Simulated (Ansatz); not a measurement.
Relaxation of C5H10O (16 atoms, charge 0, multiplicity 1), to a largest force component of 0.015 eV/Å in at most 40 steps.

Level of theory: Ansatz, RKS r2SCAN-D4/STO-3G.

```xyz
16
Properties=species:S:1:pos:R:3
C -1.414 -1.526 0.562
C -0.880 -0.768 -0.420
C 0.425 -0.041 -0.371
C 1.415 -0.433 0.825
C 0.262 1.477 -0.378
O -0.332 1.947 -1.579
H -0.995 -1.607 1.537
H -2.380 -1.949 0.368
H -1.386 -0.685 -1.336
H 0.996 -0.319 -1.252
H 0.889 -0.139 1.805
H 2.344 0.042 0.769
H 1.454 -1.500 0.837
H -0.393 1.827 0.493
H 1.225 1.977 -0.268
H -1.253 1.675 -1.547
```

Task: Where does it end, and by what steps?

Result: The forces met the threshold. Limits of this set-up: minimal basis. After 10 steps the energy has fallen by 0.729 eV; H14 moved furthest, 0.16 Å.

| step | energy less start (eV) | largest force component (eV/Å) | accepted |
| --- | --- | --- | --- |
| 0 | 0.0000 | 5.419 | yes |
| 1 | -0.5980 | 1.001 | yes |
| 2 | -0.6444 | 1.454 | yes |
| 3 | -0.4368 | 4.343 | no |
| 4 | -0.7244 | 0.364 | yes |
| 5 | -0.7196 | 0.357 | no |
| 6 | -0.7288 | 0.093 | yes |
| 7 | -0.7291 | 0.030 | yes |
| 8 | -0.7293 | 0.018 | yes |
| 9 | -0.7294 | 0.020 | yes |
| 10 | -0.7295 | 0.013 | yes |

```xyz
16
Properties=species:S:1:pos:R:3
C -1.443 -1.466 0.537
C -0.857 -0.789 -0.455
C 0.490 -0.060 -0.380
C 1.336 -0.449 0.861
C 0.267 1.513 -0.385
O -0.418 2.021 -1.569
H -0.980 -1.576 1.522
H -2.416 -1.950 0.402
H -1.364 -0.719 -1.429
H 1.061 -0.307 -1.296
H 0.837 -0.129 1.787
H 2.319 0.042 0.813
H 1.488 -1.536 0.902
H -0.258 1.784 0.562
H 1.262 2.002 -0.375
H -1.346 1.598 -1.451
```

Whether the end is a true minimum wasn't checked by a vibrational analysis.

The run took 46 s on 1 thread of Intel(R) Xeon(R) CPU @ 2.60GHz (Ice Lake) (shared host), peak memory 0.15 GiB.
